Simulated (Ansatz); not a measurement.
`N[SiH]N` radical. The species carries charge 0 and has multiplicity 2.

```json
{"atom": "N1", "x (Å)": "0.090", "y (Å)": "-1.014", "z (Å)": "-1.009"}
{"atom": "Si2", "x (Å)": "-0.781", "y (Å)": "0.012", "z (Å)": "0.050"}
{"atom": "N3", "x (Å)": "0.355", "y (Å)": "1.157", "z (Å)": "0.648"}
{"atom": "H4", "x (Å)": "1.003", "y (Å)": "-1.374", "z (Å)": "-0.777"}
{"atom": "H5", "x (Å)": "-0.368", "y (Å)": "-1.549", "z (Å)": "-1.725"}
{"atom": "H6", "x (Å)": "-1.346", "y (Å)": "-0.609", "z (Å)": "1.298"}
{"atom": "H7", "x (Å)": "0.881", "y (Å)": "1.731", "z (Å)": "0.007"}
{"atom": "H8", "x (Å)": "0.166", "y (Å)": "1.645", "z (Å)": "1.508"}
```

(1) Give the diagnostics of a CCSD(T)/def2-TZVPP run (frozen core, Ansatz). (Estimate.)

## Answers

(1) Ansatz gave: T1 = 0.0137, largest single amplitude 0.046, largest double 0.018, (T) share of the correlation energy 3.6 %, 11 CCSD cycles. ⟨S²⟩ of the UHF reference is 0.755 against 0.75 for a pure state. T1 lies under the customary mark of 0.045 for open shells.
